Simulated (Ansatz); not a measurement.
# CH₅Si− (SMILES [CH2-][SiH3]): one structure at several levels

The task here is to estimate one member of a computed series from the others.

Method: single points in def2-TZVPPD; program: Ansatz 0.2.0, Gaussian basis.

Cores are frozen in the correlated methods.

### Where the work starts

SMILES `[CH2-][SiH3]`, 7 atoms, charge -1, spin multiplicity 1.

Atoms are counted from 1 here; the program's logs count them from 0.

Bond lengths: C1–Si2 1.835 Å, C1–H3 0.988 Å, C1–H4 1.212 Å, Si2–H5 1.548 Å, Si2–H6 1.451 Å, Si2–H7 1.468 Å. Angles: Si2–C1–H3 118.7°, Si2–C1–H4 113.5°, H3–C1–H4 112.8°, C1–Si2–H5 123.6°, C1–Si2–H6 109.7°, C1–Si2–H7 111.8°, H5–Si2–H6 101.8°, H5–Si2–H7 100.9°, H6–Si2–H7 107.8°.

Coordinates:

```
C    -0.1371   -1.1166    0.4019
Si    0.0994    0.6371   -0.0825
H    -1.0570   -1.4644    0.4915
H     0.6009   -1.8830   -0.1788
H    -0.3272    1.2115   -1.4547
H    -0.6198    1.4995    0.8369
H     1.5149    1.0260   -0.0468
```

Set-up of the first run:

Input file run/in.yaml:

```yaml
crystal:
  periodic: [false, false, false]
  atoms:
    - {symbol: C, position_ang: [-0.137100, -1.116600, 0.401900]}
    - {symbol: Si, position_ang: [0.099400, 0.637100, -0.082500]}
    - {symbol: H, position_ang: [-1.057000, -1.464400, 0.491500]}
    - {symbol: H, position_ang: [0.600900, -1.883000, -0.178800]}
    - {symbol: H, position_ang: [-0.327200, 1.211500, -1.454700]}
    - {symbol: H, position_ang: [-0.619800, 1.499500, 0.836900]}
    - {symbol: H, position_ang: [1.514900, 1.026000, -0.046800]}
basis:
  gaussian: {orbitals: "def2-TZVPPD.json"}
total_charge: -1
correlation: {method: ccsd_t}
output: {forces: true}
```

The basis file named in the input lies beside it (Basis Set Exchange, JSON).

No record of the launch command was kept for these runs.

Among the steps run: CCSD(T)/def2-TZVPPD; PBE0-D4/def2-TZVPPD; wB97M-V/def2-TZVPPD; r2SCAN-D4/def2-TZVPPD; PBE-D4/def2-TZVPPD; BLYP-D4/def2-TZVPPD; SPW92/def2-TZVPPD.

One table of the session follows, with a row left open; its other results are not shown here.

```
   method  RMS force component (eV/Å)  angle to CCSD(T) forces (°)
  CCSD(T)                       1.924                    reference
  PBE0-D4                       1.965                          2.4
  wB97M-V                           ?                            ?
r2SCAN-D4                       1.940                          2.4
   PBE-D4                       1.961                          3.5
  BLYP-D4                       1.891                          2.4
    SPW92                       2.021                          4.7
```

**Question.** Estimate the row for wB97M-V.

As computed: RMS force component (eV/Å): 1.923; angle to CCSD(T) forces (°): 2.4. In the column «RMS force component (eV/Å)» it lies between BLYP-D4 (1.891) and CCSD(T) (1.924).

Caveats from the session: The anion's highest level is positive in at least one run, so there the basis alone may hold the extra electron.
